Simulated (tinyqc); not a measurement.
Inside a calculation. Method: harmonic frequencies on the B3LYP (VWN-RPA form)/sto-6g surface (energies and gradients from PySCF), for H2O, spin multiplicity 1. Computed by tinyqc, a small Python program that keeps every step (integrals from PySCF). Settings: charge = 0, multiplicity = 1, basis = sto-6g, functional = b3lyp, delta = 0.01. Command: `OMP_NUM_THREADS=1 python tinyqc.py 30831 30832 out.jsonl` (the two numbers bound the seeds that draw the settings). One thread of a shared host (Intel(R) Xeon(R) Processor @ 2.60GHz), about 10 s of CPU time with the checks.

## One row of the Hessian: 3Hy

optimised positions (bohr):
```
            x          y          z
1O   0.015746  -0.010889  -0.189097
2H  -0.064947   1.489045   1.034373
3H  -0.020701  -1.411993   1.148390
```

gradient at +delta (hartree/bohr):
```
              x            y            z
1O  -0.00002648  -0.00271411   0.00154822
2H  -0.00001752  -0.00036025   0.00052457
3H   0.00004107   0.00307312  -0.00207222
```

gradient at -delta (hartree/bohr):
```
              x            y            z
1O   0.00001849   0.00269353  -0.00148762
2H   0.00001820   0.00033493  -0.00053014
3H  -0.00003940  -0.00302998   0.00201815
```

Displace 3Hy by +/-0.01 bohr; H(k, :) = (g(+) - g(-)) / (2 delta).

row of the Hessian (hartree/bohr^2): 1Ox -0.00224821, 1Oy -0.27038197, 1Oz 0.15179162, 2Hx -0.00178594, 2Hy -0.03475891, 2Hz 0.05273550, 3Hx 0.00402352, 3Hy 0.30515527, 3Hz -0.20451853

## Hessian by finite differences

All rows are made in the same way, and the matrix is symmetrised.

Hessian (symmetrised) (hartree/bohr^2):
```
             1Ox          1Oy          1Oz          2Hx          2Hy          2Hz          3Hx          3Hy
1Ox   0.00110720  -0.00960158  -0.02236023  -0.00086893   0.01184661   0.01474864  -0.00027392  -0.00224400
1Oy  -0.00960158   0.57189683  -0.00324544   0.01643098  -0.30151194  -0.25026786  -0.00683933  -0.27038901
1Oz  -0.02236023  -0.00324544   0.49783416   0.01301743  -0.14854525  -0.23311531   0.00936073   0.15178340
2Hx  -0.00086893   0.01643098   0.01301743   0.00085046  -0.01463199  -0.01328717   0.00001992  -0.00178561
2Hy   0.01184661  -0.30151194  -0.14854525  -0.01463199   0.33626749   0.19753739   0.00280073  -0.03475885
2Hz   0.01474864  -0.25026786  -0.23311531  -0.01328717   0.19753739   0.22020248  -0.00148065   0.05273532
3Hx  -0.00027392  -0.00683933   0.00936073   0.00001992   0.00280073  -0.00148065   0.00028820   0.00402419
3Hy  -0.00224400  -0.27038901   0.15178340  -0.00178561  -0.03475885   0.05273532   0.00402419   0.30515527
3Hz   0.00762100   0.25351693  -0.26474495   0.00025095  -0.04899970   0.01292736  -0.00787068  -0.20451479

             3Hz
1Ox   0.00762100
1Oy   0.25351693
1Oz  -0.26474495
2Hx   0.00025095
2Hy  -0.04899970
2Hz   0.01292736
3Hx  -0.00787068
3Hy  -0.20451479
3Hz   0.25182915
```

## Normal modes

masses (u): 1O 15.994915, 2H 2.014102, 3H 2.014102

Diagonalise H_ij / sqrt(m_i m_j); the 6 smallest eigenvalues belong to translations and rotations; wavenumber = sqrt(eigenvalue / 1822.888) x 219474.63; each mode has its largest component positive (the first on a tie); zero-point energy = sum of wavenumbers / 2, with 349.755 1/cm per kcal/mol. A mass of 2.014 u marks deuterium.

eigenvalues of the mass-weighted Hessian (hartree/(bohr^2 u)): -0.000014  -0.000008  -0.000002  0.000000  0.000003  0.000006  0.081274  0.250369  0.288715

harmonic wavenumbers of the vibrations (1/cm): 1465.5  2572.1  2762.1

mass-weighted modes:
```
        mode 1     mode 2     mode 3
1Ox   0.015325   0.013521   0.005368
1Oy  -0.012958  -0.011301  -0.351692
1Oz  -0.336200  -0.295645   0.013726
2Hx  -0.014528  -0.027133  -0.027578
2Hy  -0.448216   0.546470   0.512602
2Hz   0.492121   0.395590   0.418104
3Hx  -0.028792  -0.010966   0.012449
3Hy   0.484792  -0.514626   0.478492
3Hz   0.455437   0.437570  -0.456786
```

zero-point energy = 9.720688 kcal/mol
